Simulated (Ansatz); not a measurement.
**Which is lower?**

Two relaxed structures of CH7Si2 (charge +1), singlet (PBE0-D4/def2-TZVP; forces vanish, vibrations not checked).

A:

```xyz
10
angstrom
C -1.1440 0.7741 -0.8747
Si -0.3157 -0.7080 -0.1396
Si 1.5534 -0.1490 1.1847
H -1.9319 0.4232 -1.5477
H -0.4466 1.3793 -1.4562
H -1.6074 1.3950 -0.1063
H 0.4807 -1.5513 -1.0799
H -1.1011 -1.5620 0.7812
H 2.1938 -1.1209 2.1017
H 2.3188 1.1197 1.1367
```

B:

```
10
angstrom
C 0.0632 -0.7643 -0.1832
Si -1.0776 0.7740 -0.6444
Si 1.3076 -0.1843 0.9415
H -2.1083 0.1897 -1.5243
H -0.2135 1.7668 -1.3189
H -1.6212 1.3090 0.6238
H 0.4678 -1.1132 -1.1372
H -0.6156 -1.4948 0.2655
H 1.0608 -0.1375 2.3934
H 2.5647 0.4071 0.4504
```

Program: Ansatz 0.2.0. Basis: def2-TZVPP. Cores are frozen in the correlated methods. B3LYP uses VWN-RPA correlation.

Question: Which structure is lower at CCSD(T), and by how much? (An estimate is asked for; the value comes from the calculation.)

Answer: The calculation gives: B, by 4.35 kcal/mol (electronic energy, against the other). By their contacts, A is CH₇Si₂ ([CH3][SiH2][SiH2]), total charge +1 and B is CH₇Si₂ ([SiH2][CH2][SiH3]), total charge +1.

All methods give the same order:

```
   method  E(B) − E(A) (kcal/mol)
   PBE-D4                   -2.01
r2SCAN-D4                   -4.00
  PBE0-D4                   -2.54
 B3LYP-D4                   -3.44
  wB97M-V                   -4.72
       HF                   -3.59
      MP2                   -6.45
     CCSD                   -3.96
  CCSD(T)                   -4.35
```

No T1 diagnostic of these runs exceeds 0.014.

Labels in which every atom is bracketed show which atoms are joined, not bond orders.

For scale, one of the runs: CCSD(T)/def2-TZVPP, 213 basis functions, launched by `ansatz run in.yaml --threads 2 --pin off --events-out ev --progress --plain --max-ram 4352MiB`. Hardware: 2 CPU threads of an Intel Xeon Platinum 8175M, shared host. Wall time 62 s; peak host memory 2.7 GiB.
